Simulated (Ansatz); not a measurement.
C2H6FNO2 (`CNC(O)(O)F`) at its PBE0-D4/def2-TZVP geometry, where that method's forces vanish. Total charge 0; spin multiplicity 1.

```xyz
12

C    -1.0483    0.6768    1.0013
N    -0.7234   -0.2320   -0.0819
C     0.6451   -0.3676   -0.3808
O     1.1902    0.7945   -0.8895
O     0.7677   -1.4436   -1.2246
F     1.4238   -0.6081    0.7393
H    -2.1320    0.7839    1.0552
H    -0.6230    1.6581    0.7894
H    -0.6738    0.3469    1.9768
H    -1.1323   -1.1480    0.0394
H     0.6017    1.0769   -1.5974
H     1.7044   -1.5380   -1.4272
```

Problem. What forces (eV/Å) does ωB97M-V/def2-TZVPP give on these atoms in Ansatz? (Estimate.)

Solution. Ansatz gave: 
```
C1  -0.057  0.204  0.239
N2  -0.136 -0.175 -0.106
C3  -0.040  0.014  0.032
O4   0.032  0.164 -0.128
O5   0.099 -0.146 -0.128
F6   0.060 -0.036  0.144
H7   0.091 -0.006  0.000
H8  -0.034 -0.073  0.017
H9  -0.029  0.023 -0.090
H10  0.018  0.037 -0.010
H11  0.036  0.003  0.030
H12 -0.042 -0.010  0.000
```
